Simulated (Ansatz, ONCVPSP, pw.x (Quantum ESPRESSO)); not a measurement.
## Equation-of-state test of one ONCV potential (calcium (Ca))

* Element: Ca
* Generator: ONCVPSP 4.0.1.1 (patched build)
* Type: optimised norm-conserving Vanderbilt (ONCV)
* Functional: PBE
* Relativity: scalar-relativistic
* Frozen core: [Ne]
* Valence charge: 10
* Reference configuration: 3s2 3p6 4s2
* Partial waves: 3s+4s: rc 2.20 bohr, ncon 3, nbas 6, qcut 6.5 1/bohr, 2 projectors; 3p: rc 1.35 bohr, ncon 4, nbas 9, qcut 6.1 1/bohr, 3 projectors, debl 2.2 Ha; d scattering state at 0.07 Ha: rc 1.95 bohr, ncon 5, nbas 10, qcut 5.3 1/bohr, 2 projectors, debl 2.8 Ha
* Local potential: polynomial inside 1.30 bohr (lpopt 5, dvloc0 4 Ha)
* Core correction: Teter function, fcfact 2.25, rcfact 1.05

In the d channel the program set the typed energies aside and used -0.072, 2.728 Ha.

Atomic tests: cutoffs needed: 14 Ha and 17 Ha (the cutoffs (Ha) at which the residual kinetic energy of the hardest occupied pseudo-wave falls to 1 and 0.1 mHa per electron) The cutoffs count occupied waves only; projector 2 of the d channel, the hardest unoccupied one, needs 111 Ha at the loose tolerance.; ghost test: ghosts flagged at negative energy: s at -92.0 eV; GHOST(+) flagged for s at 275.5 eV; a true bound ghost makes a file unfit for plane-wave use; largest excitation error: -4.6 meV (all-electron minus pseudo) for 3s2 3p6 4s0, out of 4 test configurations.

Crystal test: fcc Ca in pw.x 7.5, no spin, 10³ k-points, Fermi–Dirac smearing 0.01 Ry, cutoffs 50/200 Ry. The reference is all-electron LAPW (Ansatz 0.2.0) with the same functional, mesh and smearing; V0 and B0 come from Birch–Murnaghan fits to the pressures at five volumes. Errors are pseudo minus all-electron; Δ is the rms difference of the E(V) curves that follow from these fits, minima aligned, over ±6 % about the mean V0. Mesh and smearing are coarse, so the numbers serve the comparison and aren't converged zero-temperature values; the lattice is a test structure that the element need not adopt.

| V (Å³/atom) | P all-electron (GPa) | P pseudo (GPa) |
| --- | --- | --- |
| 40.158 | 0.97 | -806.56 |
| 41.215 | 0.45 | -786.37 |
| 42.272 | -0.01 | -767.79 |
| 43.329 | -0.42 | -748.01 |
| 44.386 | -0.79 | -730.20 |

All-electron: a0 = 5.529 Å (V0 = 42.26 Å³/atom), B0 = 17.4 GPa.

Pseudopotential: converged, but broken (pressure over 100 GPa off). The pressure does not cross zero within the volumes sampled, so no fit is given. The pseudo pressure rises with volume over the whole range, a mechanical instability. Note: ghosts flagged at negative energy: s at -92.0 eV; GHOST(+) flagged for s at 275.5 eV. A true bound ghost makes a file unfit for plane-wave use. A pressure error of this size marks a broken potential; the numbers have no physical meaning.

Question: At the middle volume, how do free energy and pressure move when the wave cutoff is lowered (ecutrho kept at four times it)?

Answer:

```tsv
cutoff (Ry)	shift of F (meV/atom)	shift of P (GPa)
22	+116880.0	+676.08
30	+113274.9	+731.04
40	+74271.7	+19.38
```

The run at the middle volume (47 k-points, 9 iterations) took about 31 s on one core of a shared host (Neoverse-N1, 64 threads, 124 GiB, load 63).
